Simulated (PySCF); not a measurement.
# Computed NMR parameters against published values

Bonds (- single, = double, # triple, : aromatic): C1-C2 1.525 Å, C2-C3 1.525 Å, C2-C4 1.527 Å, C2-S5 1.848 Å. C1 carries H6, H7, H8; C3 carries H9, H10, H11; C4 carries H12, H13, H14; S5 carries H15.

[PySCF 2.14: structure optimised with PBE0-D3(BJ)/def2-SVP; σ from GIAO-PBE0/pcSseg-1; in vacuum; averaged over atoms made equivalent by symmetry, fast rotation or ring inversion; no relativistic terms; one computed conformer]

Reference values: measured (solution, not stated per compound (mostly CDCl3 or CCl4); Pretsch, Buehlmann, Badertscher, Structure Determination of Organic Compounds, 4th ed. (2009)).
| atoms | quantity | reference | computed | computed, scaled |
| --- | --- | --- | --- | --- |
| C2 | δ 13C | 41.1 | 44.3 | 38.9 |
| C1/C3/C4 | δ 13C | 35.0 | 36.1 | 34.2 |
| H6/H7/H8/H9/H10/H11/H12/H13/H14 | δ 1H | 1.43 | 1.37 | 1.50 |

Computed shifts are σ(ref) − σ with the named reference compound (TMS for H and C) calculated as an isolated molecule at the same level. The measured values may be among those fitted. Expected solution values come from regression of measured δ (H and C: mostly CDCl3, vs TMS) on computed σ: 13C: δ = 177.62 − 0.967σ -3.3 per attached S (rms 1.9 ppm, 903 shifts, 2.3 ppm with the 23 outliers that the fit left out); 1H: δ = 29.91 − 0.950σ (rms 0.21 ppm, 511 shifts, 0.22 ppm with the 3 outliers that the fit left out). Occasional misses reach two or three times the rms, and more in compound classes unlike the fitted ones. H not on carbon is unscaled (vs computed TMS).

Task: How far are the unscaled 13C shifts from the references?

Result: Mean signed difference +2.15 ppm, mean absolute 2.15 ppm over 2 comparisons; the largest is +3.2 ppm at C2 (fully substituted sp3 carbon bonded to S).

3 of the 6 published NMR values on file for this molecule are compared.
